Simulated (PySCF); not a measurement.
Which determinant of Al2 lies lowest?

Unrestricted PBE0; Al def2-TZVPP; no relativity (PySCF 2.14). Outer shells of the fragments: Al 3s2 3p1; Al 3s2 3p1.

Followed along the bond (rough minima from three points):

```tsv
2Ms+1	unpaired	⟨S²⟩ at the start	R at minimum (Å)	Te (eV)
3	σ ↑, π ↑	2.01	2.74	0.00
3	π ↑↑	2.01	2.48	0.04
1	σ ↓, π ↑	1.03	2.72	0.10
1	π ↑↓	1.01	2.49	0.20
1	none	0.00	2.54	0.80
```

Solutions found at the starting distance of 2.390 Å, counted from the lowest of them; the search is not exhaustive and high or unbound solutions are not listed, so other states can lie among these:

```csv
2Ms+1,unpaired,term,E (eV),⟨S²⟩,⟨Lz²⟩
3,π ↑↑,³Σ⁻,0.00,2.01,0.00
1,π ↑↓,mixed,0.16,1.01,2.03
3,"σ ↑, π ↑",³Π,0.25,2.01,1.01
1,"σ ↓, π ↑",mixed,0.34,1.03,1.01
1,none,mixed,0.80,0.00,2.00
3,"σ ↑↑, π ↑↓",mixed,2.07,3.01,2.03
```

A term symbol is given only where ⟨S²⟩ and ⟨Lz²⟩ are close to those of a pure state; the other rows mix spins, or terms through real π, δ and φ orbitals, and g/u labels are left off.

Task: Compare the gap between the two lowest followed solutions at the starting distance with the gap between their minima.

Result: At PBE0 the second solution (triplet, unpaired electrons π ↑↑) lies -0.25 eV from the first (triplet, unpaired electrons σ ↑, π ↑) at 2.390 Å and +0.04 eV at the minima; the two curves relax by different amounts, since their minima lie near 2.48 and 2.74 Å. A gap this small is a tie at this level.

Counting both spins, an empty level lies below a filled one in some of these solutions, because spin and occupation are held.
